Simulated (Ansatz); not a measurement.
A calculation with Ansatz (development build ahead of 0.2.0).

```yaml
crystal:
  periodic: [false, false, false]
  atoms:
    - { symbol: C, position_ang: [0.0, 0.0, 0.0] }
    - { symbol: C, position_ang: [0.0, 0.0, 1.5] }
basis:
  gaussian: { orbitals: pcseg-2 }
total_charge: -1
magnetization:
  initial_magnetization: 1
hamiltonian:
  xc: pbe
```

The input is written out in the form of the current development build from the run's settings.

The run gave:

- Converged: yes
- Total energy: -75.92090 hartree
- Spin squared of the determinant: 0.750
- Stability test: minimum among restricted orbitals

Caution: no diffuse functions for an anion.
